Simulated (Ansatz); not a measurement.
# AlCN+ (quartet): from Hartree-Fock to the top rungs, cc-pVDZ

How much of the correlation energy of AlCN+ (quartet) does each wave-function method recover here?

The runs use Ansatz 0.2.0, Gaussian basis; cc-pVDZ, core rule «outside noble gas», up to 7 orbitals frozen.

Plan: UHF; CCSD(T) on ROHF; CCSD(T) on UHF; BCCD(T) on ROHF; CISD as a restricted active space (open shells left free, so some higher excitations enter); CCSDT(Q) on ROHF; CCSDT(Q) on UHF.

27 further runs of the same task are left out: 12 for a known fault of the program, 4 that didn't finish, 11 set aside as unsound or not needed. Runs told in other sessions of the task aren't counted.

### Step 1. The system

The geometry is a PBE0/def2-TZVP stationary point (not a proven minimum) of the parent state, kept for this charge and spin.

3 atoms, charge 1, spin multiplicity 4.

Atoms are counted from 1 here; the program's logs count them from 0.

Bond lengths: Al1–N2 1.793 Å, N2–C3 1.178 Å. Angles: Al1–N2–C3 180.0°.

### Step 2. UHF

File in.yaml:

```yaml
crystal:
  periodic: [false, false, false]
  atoms:
    - {symbol: Al, position_ang: [0.000000, 0.000000, 1.587667]}
    - {symbol: N, position_ang: [0.000000, 0.000000, -0.204933]}
    - {symbol: C, position_ang: [0.000000, 0.000000, -1.382733]}
basis:
  gaussian: {orbitals: cc-pVDZ}
total_charge: 1
magnetization: {spin_polarized: true, initial_magnetization: 3}
hamiltonian: {xc: hf}
output: {orbitals: {seedname: orbitals}}
```

Run with:

```sh
$ ansatz run in.yaml --threads 1 --pin off --events-out ev --progress --plain --max-ram 2393MiB
```

The runs that follow: CCSD(T) on ROHF; CCSD(T) on UHF; BCCD(T) on ROHF; CISD as a restricted active space (open shells left free, so some higher excitations enter); CCSDT(Q) on ROHF; CCSDT(Q) on UHF.

Q: Predict the results of all the runs planned. Wanted: UCCSDT(Q) from the RHF energy; RMP2 from UCCSDT(Q); UMP2 from UCCSDT(Q); RCCSD from UCCSDT(Q); RCCSD(T) from UCCSDT(Q); UCCSD(T) from UCCSDT(Q); RCCSDT(Q) from UCCSDT(Q); T1 diagnostic.

As calculated:

| quantity | value |
| --- | --- |
| UCCSDT(Q) from the ROHF energy | -8.2294 eV |
| RMP2 from UCCSDT(Q) | +760.2 meV |
| UMP2 from UCCSDT(Q) | +1237.3 meV |
| RCCSD from UCCSDT(Q) | +409.6 meV |
| RCCSD(T) from UCCSDT(Q) | +64.3 meV |
| UCCSD(T) from UCCSDT(Q) | +85.7 meV |
| RCCSDT(Q) from UCCSDT(Q) | +3.2 meV |
| levels within 1 kcal/mol (43 meV) | RCCSDT, UCCSDT, RCCSDT(Q) |
| T1 diagnostic | 0.037 |

In words: RCCSD(T) lands +64.3 meV from the yardstick (0.8 % of the correlation energy). CCSD(T) misses by +64.3 meV on the restricted determinant and by +85.7 meV on the unrestricted one; the two need not hold the same state or core. These misses are within one basis, not against nature; the frozen cores of restricted and unrestricted runs differ, which can shift their rows.

With open shells the CI space here admits some higher excitations, so it is larger than plain CISD.
